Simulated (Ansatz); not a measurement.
Abstraction of H: SiH2(NH2)2 + CHF2 → SiH2(NH)(NH2) + CH2F2

Gas-phase species: SiH2(NH2)2, singlet; CHF2 (difluoromethyl radical) `F[CH]F`, doublet; SiH2(NH)(NH2), doublet; CH2F2 (difluoromethane) `FCF`, singlet. A radical takes H: the energy is the difference in strength between the N–H bond broken and the C–H bond made.

Shapes, held fixed at every level: PBE0-D4/def2-TZVP. Flexible molecules stand in one conformer, not always the lowest. Programs: Ansatz 0.2.0. The zero-point and thermal change to 298 K, harmonic and unscaled (PBE0-D4/def2-TZVP), is -1.7 kJ/mol.

| level | kind | ΔH(298 K) (kJ/mol) | less CCSD(T)/CBS estimate |
| --- | --- | --- | --- |
| MP2/def2-TZVPP | perturbation theory | +53.4 | +12.1 |
| HF/def2-SVP | Hartree–Fock | +14.1 | -27.2 |
| BHLYP-D4/def2-TZVPP | global hybrid | +33.1 | -8.2 |
| PBE0-D4/def2-TZVPP | global hybrid | +44.2 | +2.9 |
| wB97X-V/def2-TZVPP | range-separated hybrid | +40.2 | -1.1 |
| B2PLYP/def2-TZVPP | double hybrid | +41.9 | +0.6 |
| CCSD/def2-TZVPP | coupled cluster or CI | +33.8 | -7.5 |
| CCSD(T)/CBS estimate | coupled cluster or CI | +41.3 | 0.0 |

The highest level, CCSD(T)/CBS estimate, gives ΔH(298 K) = +41.3 kJ/mol; the levels span +14.1 to +53.4. The column of differences is taken from that level and isn't an error. No measured value is set beside it here. Open shells run unrestricted. The CBS estimate extrapolates MP2 from def2-TZVPP and def2-QZVPP and adds CCSD(T) − MP2 in the triple-zeta set, cores frozen.
